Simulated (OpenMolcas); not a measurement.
# A workflow on [BCl2]+ (SMILES Cl[B+]Cl)

Wanted: the energy (UHF/STO-3G), then the energy (CASSCF(2,2)/STO-3G), then a single-point energy (CASPT2(2,2)/STO-3G), then a single-point energy (SC-NEVPT2(2,2)/STO-3G), then a single-point energy (MRCI(2,2)/STO-3G) of [BCl2]+. 

Program for the calculation: OpenMolcas 26.06.

3 further runs of the same task are left out: 1 for a known fault of the program, 2 that didn't finish.

## 1. The molecule

The species is [BCl2]+ (3 atoms), meant as a singlet with charge +1. As SMILES, `Cl[B+]Cl`. The B2–Cl3 distance was set to 3.929 Å, away from the relaxed value. At this shape a bond of the SMILES string is far longer than usual.

Bond lengths: Cl1–B2 1.572 Å.

## 2. A single-point energy at UHF/STO-3G (run 1)

coord.xyz reads:

```xyz
3

Cl    -3.093738     1.920285    -1.476589
B     -1.854618     1.155165    -0.884739
Cl     1.237640    -0.767840     0.590740
```

step1.inp reads:

```
* BCl2 Hartree-Fock

&GATEWAY
 BasLib
 $CurrDir
 Coord
 coord.xyz
 Basis
 STO-3G
 Group
 NoSym

&SEWARD

&SCF
 UHF
 Charge
 1
 Scramble
 0.25
 PrOrbitals
 1 1
```

The basis set STO-3G is read from a file made from the Basis Set Exchange's data (not shown).

On the command line:

```bash
$ export MOLCAS_MEM=1860
$ pymolcas step1.inp > step1.log
```

Standard output:

```text
--- Start Module: gateway ---
[...]
--- Stop Module: gateway /rc=_RC_ALL_IS_WELL_ ---
--- Start Module: seward ---
[...]
      Basis functions           23
--- Stop Module: seward /rc=_RC_ALL_IS_WELL_ ---
--- Start Module: scf ---
[...]
       Convergence after  26 Iterations
[...]
::    Total SCF energy                               -933.1179953382
[...]
      Total spin, S                                     0.6250040073
[...]
      Total electronic charge=   38.000000
      Total            charge=    1.000000
[...]
      Dipole Moment (debye):
      Origin of the operator (angstrom)=   -1.0541    0.6550   -0.5030
                   X= -4.8968E+00               Y=  3.0518E+00               Z= -2.3358E+00           Total=  6.2248E+00
      Center of Charge (angstrom)
[...]
--- Stop Module: scf /rc=_RC_ALL_IS_WELL_ ---
[...]
```

Wall time 2.1 s (1 thread of Arm Neoverse V1, shared host); peak memory 0.37 GiB.

## 3. The energy at CASSCF(2,2)/STO-3G (run 2)

coord.xyz is that of step 2.

step2.inp reads:

```
&GATEWAY
  BasLib=$CurrDir
  Coord=coord.xyz
  Basis=STO-3G
  Group=NoSym

&SEWARD

&RASSCF
  FileOrb=$CurrDir/step1.UnaOrb
  Spin=1
  Nactel=2 0 0
  Inactive=18
  Ras2=2
  OrbListing=Nothing
```

The basis set STO-3G is read from a file made from the Basis Set Exchange's data (not shown).

On the command line:

```bash
$ export MOLCAS_MEM=1860
$ pymolcas step2.inp > step2.log
```

Standard output:

```text
--- Start Module: gateway ---
[...]
--- Stop Module: gateway /rc=_RC_ALL_IS_WELL_ ---
--- Start Module: seward ---
[...]
      Basis functions           23
--- Stop Module: seward /rc=_RC_ALL_IS_WELL_ ---
--- Start Module: rasscf ---
[...]
      Number of active orbitals                  2
[...]
      Spin quantum number                      0.0
[...]
      Active orbitals                            2
[...]
      Number of CSFs                             3
[...]
      Number of root(s) required                 1
[...]
      Convergence after  8 iterations
[...]
      printout of CI-coefficients larger than  0.05 for root  1
      energy=    -933.116091
      conf/sym  11     Coeff  Weight
             1  20  -0.70711 0.50001
             3  02   0.70710 0.49999
      Natural orbitals and occupation numbers for root  1
      sym 1:   1.000013   0.999987
      ************************************************************************************************************************
      *                                                    Final results                                                     *
[...]
::    RASSCF root number  1 Total energy:   -933.11609108
[...]
      Total electronic charge=   38.000000
      Total            charge=    1.000000
[...]
      Dipole Moment (debye):
      Origin of the operator (angstrom)=   -1.0541    0.6550   -0.5030
                   X= -4.8549E+00               Y=  3.0259E+00               Z= -2.3158E+00           Total=  6.1716E+00
      Center of Charge (angstrom)
[...]
--- Stop Module: rasscf /rc=_RC_ALL_IS_WELL_ ---
[...]
```

Run time: 1.7 s. Hardware: 1 thread of Arm Neoverse V1, shared host; peak memory 0.37 GiB.

## 4. The energy at CASPT2(2,2)/STO-3G (run 3)

coord.xyz is that of step 3.

step3.inp reads:

```
* BCl2 CASPT2

&GATEWAY
 BasLib = $CurrDir
 Coord = coord.xyz
 Basis = STO-3G
 Group = NoSym

&SEWARD

&RASSCF
 FileOrb = $CurrDir/step2.RasOrb
 Spin = 1
 Nactel = 2 0 0
 Inactive = 18
 Ras2 = 2
 OrbListing = Nothing

&CASPT2
 Imaginary = 0.1
 Frozen = 11
```

The basis set STO-3G is read from a file made from the Basis Set Exchange's data (not shown).

On the command line:

```bash
$ export MOLCAS_MEM=1860
$ pymolcas step3.inp > step3.log
```

Standard output:

```text
--- Start Module: gateway ---
[...]
--- Stop Module: gateway /rc=_RC_ALL_IS_WELL_ ---
[...]
      Basis functions           23
[...]
--- Start Module: rasscf ---
[...]
      Number of active orbitals                  2
[...]
      Spin quantum number                      0.0
[...]
      Active orbitals                            2
[...]
      Number of CSFs                             3
[...]
      Number of root(s) required                 1
[...]
      Convergence after  4 iterations
[...]
      printout of CI-coefficients larger than  0.05 for root  1
      energy=    -933.116091
      conf/sym  11     Coeff  Weight
             1  20  -0.70711 0.50001
             3  02   0.70710 0.49999
      Natural orbitals and occupation numbers for root  1
      sym 1:   1.000013   0.999987
      ************************************************************************************************************************
      *                                                    Final results                                                     *
[...]
::    RASSCF root number  1 Total energy:   -933.11609108
[...]
      Total electronic charge=   38.000000
      Total            charge=    1.000000
[...]
      Dipole Moment (debye):
      Origin of the operator (angstrom)=   -1.0541    0.6550   -0.5030
                   X= -4.8549E+00               Y=  3.0259E+00               Z= -2.3158E+00           Total=  6.1716E+00
      Center of Charge (angstrom)
[...]
--- Stop Module: rasscf /rc=_RC_ALL_IS_WELL_ ---
--- Start Module: caspt2 ---
[...]
 ###    WARNING: User changed nr of frozen orbitals.                         ###
 ###############################################################################
[...]
      E2 (Variational):          -0.0440660387
      Total energy:            -933.1601571228
[...]
      Reference weight:           0.97317
[...]
::    CASPT2 Root  1     Total energy:   -933.16015712
[...]
--- Stop Module: caspt2 /rc=_RC_ALL_IS_WELL_ ---
[...]
```

Run time: 1.7 s. Hardware: 1 thread of Arm Neoverse V1, shared host; peak memory 0.37 GiB.

## 5. The energy at SC-NEVPT2(2,2)/STO-3G (run 4)

coord.xyz is that of step 4.

step4.input reads:

```
&GATEWAY
BASLIB=$CurrDir
COORD=coord.xyz
BASIS=STO-3G
GROUP=NoSym
&SEWARD
&RASSCF
FILEORB=$CurrDir/step2.RasOrb
SPIN=1
NACTEL=2 0 0
INACTIVE=18
RAS2=2
ORBLISTING=Nothing
&CASPT2
SC-NEVPT2
FROZEN=11
```

The basis set STO-3G is read from a file made from the Basis Set Exchange's data (not shown).

On the command line:

```bash
$ export MOLCAS_MEM=1860
$ pymolcas step4.input > step4.log
```

Standard output:

```text
--- Start Module: gateway ---
[...]
--- Stop Module: gateway /rc=_RC_ALL_IS_WELL_ ---
[...]
      Basis functions           23
[...]
--- Start Module: rasscf ---
[...]
      Number of active orbitals                  2
[...]
      Spin quantum number                      0.0
[...]
      Active orbitals                            2
[...]
      Number of CSFs                             3
[...]
      Number of root(s) required                 1
[...]
      Convergence after  4 iterations
[...]
      printout of CI-coefficients larger than  0.05 for root  1
      energy=    -933.116091
      conf/sym  11     Coeff  Weight
             1  20  -0.70711 0.50001
             3  02   0.70710 0.49999
      Natural orbitals and occupation numbers for root  1
      sym 1:   1.000013   0.999987
      ************************************************************************************************************************
      *                                                    Final results                                                     *
[...]
::    RASSCF root number  1 Total energy:   -933.11609108
[...]
      Total electronic charge=   38.000000
      Total            charge=    1.000000
[...]
      Dipole Moment (debye):
      Origin of the operator (angstrom)=   -1.0541    0.6550   -0.5030
                   X= -4.8549E+00               Y=  3.0259E+00               Z= -2.3158E+00           Total=  6.1716E+00
      Center of Charge (angstrom)
[...]
--- Stop Module: rasscf /rc=_RC_ALL_IS_WELL_ ---
--- Start Module: caspt2 ---
[...]
 ###    WARNING: User changed nr of frozen orbitals.                         ###
 ###############################################################################
[...]
      E2 (Variational):          -0.0434346904
[...]
      E2 (Variational):          -0.0434346919
      Total energy:            -933.1595257761
[...]
      Reference weight:           0.97321
[...]
::    SC-NEVPT2 Root  1     Total energy:   -933.15952578
[...]
--- Stop Module: caspt2 /rc=_RC_ALL_IS_WELL_ ---
[...]
```

Run time: 1.7 s. Hardware: 1 thread of Arm Neoverse V1, shared host; peak memory 0.37 GiB.

## 6. A single-point energy at MRCI(2,2)/STO-3G (run 5)

coord.xyz is that of step 5.

step5.input reads:

```
* BCl2 MRCI

&GATEWAY
 BasLib=$CurrDir
 Coord=coord.xyz
 Basis=STO-3G
 Group=NoSym

&SEWARD

&RASSCF
 FileOrb=$CurrDir/step2.RasOrb
 Spin=1
 Nactel=2 0 0
 Inactive=18
 Ras2=2
 OrbListing=Nothing

&MOTRA
 LumOrb
 Frozen=11

&GUGA
 Electrons=16
 Spin=1
 Inactive=7
 Active=2
 CIAll=1

&MRCI
 SDCI
```

The basis set STO-3G is read from a file made from the Basis Set Exchange's data (not shown).

On the command line:

```bash
$ export MOLCAS_MEM=1860
$ pymolcas step5.input > step5.log
```

Standard output:

```text
--- Start Module: gateway ---
[...]
--- Stop Module: gateway /rc=_RC_ALL_IS_WELL_ ---
[...]
      Basis functions           23
[...]
      Number of active orbitals                  2
[...]
      Spin quantum number                      0.0
[...]
      Active orbitals                            2
[...]
      Number of CSFs                             3
[...]
      Number of root(s) required                 1
[...]
      Convergence after  4 iterations
[...]
      printout of CI-coefficients larger than  0.05 for root  1
      energy=    -933.116091
      conf/sym  11     Coeff  Weight
             1  20  -0.70711 0.50001
             3  02   0.70710 0.49999
      Natural orbitals and occupation numbers for root  1
      sym 1:   1.000013   0.999987
      ************************************************************************************************************************
      *                                                    Final results                                                     *
[...]
::    RASSCF root number  1 Total energy:   -933.11609108
[...]
      Dipole Moment (debye):
      Origin of the operator (angstrom)=   -1.0541    0.6550   -0.5030
                   X= -4.8549E+00               Y=  3.0259E+00               Z= -2.3158E+00           Total=  6.1716E+00
      Center of Charge (angstrom)
[...]
      *** WARNING: Default frozen orbitals is overwritten by user input.
      *** Default values:  11
[...]
--- Start Module: guga ---
[...]
--- Stop Module: guga /rc=_RC_ALL_IS_WELL_ ---
--- Start Module: mrci ---
[...]
       (But an ACPF correction will be computed)
       USE THE DEFAULT ACPF G-VALUE GFAC=  0.12500000000000000
[...]
                      CI ENERGY:  -933.17015536
[...]
                ACPF CORRECTION:    -0.00286413
[...]
      Total electronic charge=   38.000000
      Total            charge=    1.000000
[...]
     ACPF CORRECTION:     -0.00286413
[...]
  CI State   1     Total energy:   -933.17015536     QDav:     -0.00329825     QACPF:     -0.00286413
[...]
--- Stop Module: mrci /rc=_RC_ALL_IS_WELL_ ---
[...]
```

It took 1.8 s on 1 thread of Arm Neoverse V1, shared host; peak memory 0.37 GiB.

## 7. Summary of results

```
                                  quantity          value
           run 1, UHF/STO-3G: total energy  -933.11800 Eh
            run 1, UHF/STO-3G: HOMO energy      -14.63 eV
            run 1, UHF/STO-3G: LUMO energy       -5.71 eV
          run 1, UHF/STO-3G: HOMO–LUMO gap        8.92 eV
                   run 1, UHF/STO-3G: ⟨S²⟩          1.016
   run 2, CASSCF(2,2)/STO-3G: total energy  -933.11609 Eh
   run 3, CASPT2(2,2)/STO-3G: total energy  -933.16016 Eh
run 4, SC-NEVPT2(2,2)/STO-3G: total energy  -933.15953 Eh
     run 5, MRCI(2,2)/STO-3G: total energy  -933.17016 Eh
```

In words: ⟨S²⟩ (run 1, UHF/STO-3G) is 1.02 where a pure singlet has 0.00: the reference is spin-contaminated. Mulliken charges (run 1, UHF/STO-3G) run from +0.00 on Cl3 to +0.79 on B2. Mulliken charges (run 2, CASSCF(2,2)/STO-3G) run from +0.00 on Cl3 to +0.79 on B2; they depend strongly on the basis. Mulliken charges (run 5, MRCI(2,2)/STO-3G) of the CASSCF density run from +0.00 on Cl3 to +0.79 on B2.
